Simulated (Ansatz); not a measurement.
Reaction: H4BPO (SMILES OBP) → H2BO (SMILES [BH]O, doublet) + PH2 (SMILES [PH2], doublet) (the B-P bond breaks)
Each species at its own B3LYP-D3(BJ)/def2-TZVP minimum (Ansatz, an electronic-structure program), one conformer.

Total energies in hartree (Ansatz). Radicals and triplets start from unrestricted determinants; spin-orbit coupling is neglected. Correlated methods leave the cores frozen. No relativity.

| species | HF/cc-pV(T+d)Z | CCSD(T)/cc-pV(T+d)Z | HF/cc-pV(Q+d)Z | CCSD(T)/cc-pV(Q+d)Z | CCSD(T)/cc-pV(D+d)Z | CCSDT(Q)/cc-pV(D+d)Z |
|---|---|---|---|---|---|---|
| 1: H4BPO (SMILES OBP) | -442.71233 | -443.26821 | -442.72347 | -443.31356 | -443.11459 | -443.11662 |
| 2: H2BO (SMILES [BH]O, doublet) | -100.72714 | -101.07275 | -100.73513 | -101.10352 | -100.96941 | -100.97058 |
| 3: PH2 (SMILES [PH2], doublet) | -341.88871 | -342.05854 | -341.89218 | -342.07094 | -342.01350 | -342.01425 |

Q: Work out the bond dissociation energy (electronic) in kcal/mol: take Hartree-Fock from cc-pV(Q+d)Z, extrapolate the CCSD(T) correlation energy as X^-3 (X = 3, 4), and add CCSDT(Q) - CCSD(T) in cc-pV(D+d)Z. 1 hartree = 627.51 kcal/mol.

A: 
Species 1: correlation (64·(-0.59009) - 27·(-0.55588))/37 = -0.61505; step -0.00203; E1 = -442.72347 + (-0.61505) + (-0.00203) = -443.34055
Species 2: correlation (64·(-0.36839) - 27·(-0.34561))/37 = -0.38501; step -0.00117; E2 = -100.73513 + (-0.38501) + (-0.00117) = -101.12131
Species 3: correlation (64·(-0.17876) - 27·(-0.16983))/37 = -0.18528; step -0.00075; E3 = -341.89218 + (-0.18528) + (-0.00075) = -342.07821
-1·E1 +1·E2 +1·E3 = 0.14103 hartree = 88.5 kcal/mol.
